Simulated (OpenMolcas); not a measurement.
**What [BCl2]+ (SMILES Cl[B+]Cl) costs in OpenMolcas**

[BCl2]+ has 3 atoms, charge +1, and is taken as a singlet. SMILES: `Cl[B+]Cl`. The shape is that of a PBE0-D4/def2-TZVP optimisation.

```xyz
3

Cl   -1.2679    0.7857   -0.6053
B     0.0000    0.0000    0.0000
Cl    1.2679   -0.7857    0.6053
```

Program: OpenMolcas 26.06. Hardware: 1 thread of Intel Xeon 6975P-C (Granite Rapids), shared host, so times are rough. Two-electron integrals are exact unless an approximation is named.

(1) Estimate their order by wall time, quickest first.
A. gradient at BHLYP/cc-pVTZ, grid UltraFine
B. gradient at HF/STO-3G
C. energy at CCSD(T)/cc-pVTZ (Cholesky decomposition), 11 core orbitals frozen
D. gradient at B3LYP/6-31G* (spherical functions), grid UltraFine

## Answers

(1) B (1.2 s), D (5.4 s), A (17 s), C (59 s).
